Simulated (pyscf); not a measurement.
This saddle point was located with ωB97X-D3(BJ)/def2-SVP in PySCF.

```xyz
12

N     -1.4688    -1.4230     0.2884
Ga    -0.4685    -0.4226     1.6337
H     -0.9553    -2.0708    -0.3073
H     -2.3358    -1.8771     0.5712
H      1.0840    -0.4742     1.4285
H     -1.2315    -0.1942     2.9771
O     -1.1740     0.9710     0.2736
Si    -0.4859     2.2126    -0.6175
H     -1.5226    -0.0017    -0.1047
H     -1.5257     2.8511    -1.4723
H      0.6073     1.6939    -1.4909
H      0.0675     3.2065     0.3404
```

Surface: singlet, charge 0. Lowest wavenumbers (cm⁻¹): 488i, 51, 63, 110, 329.

Q: What reaction is this the transition state of?

A: H₂N–GaH₂ (SMILES [NH2][GaH2]) + HO–SiH₃ (SMILES O[SiH3]) <-> NH₃ (SMILES N) + H₃Si–O–GaH₂ (SMILES [SiH3][O][GaH2]), a four-centre exchange read from left to right: Ga–N, H–O broken and H–N, Ga–O formed. At ωB97M-D3(BJ)/def2-TZVP it lies -10.3 kcal/mol from the left side and -2.4 kcal/mol from the right (each side as separated species at their lowest minima found). On the reactant side the descent ends in an adduct with a Ga–O contact, 13.7 kcal/mol under the separated species and 1.4 kcal/mol under the saddle at ωB97X-D3(BJ)/def2-TZVP. On the product side the descent ends in an adduct with a Ga–N contact (not fully relaxed), 26.1 kcal/mol under the separated species and 22.6 kcal/mol under the saddle at ωB97X-D3(BJ)/def2-TZVP. At ωB97M-D3(BJ) the saddle lies under the separated reactants, which points to a path from their complex (located at ωB97X-D3(BJ) alone). At ωB97M-D3(BJ) the saddle lies under the separated products, which points to a path from their complex (located at ωB97X-D3(BJ) alone). What is counted as formed (Ga–O) is already present as a longer contact in the reactant adduct; forming that adduct is a step of its own. What is counted as broken (Ga–N) persists as a longer contact in the product adduct; parting that adduct is a step of its own. At ωB97X-D3(BJ) the barrier from the zero used here is -12.3 kcal/mol. This is the saddle that the search found; another between the same sides may lie lower. Elements up to Kr have no core potential and no relativistic terms here.
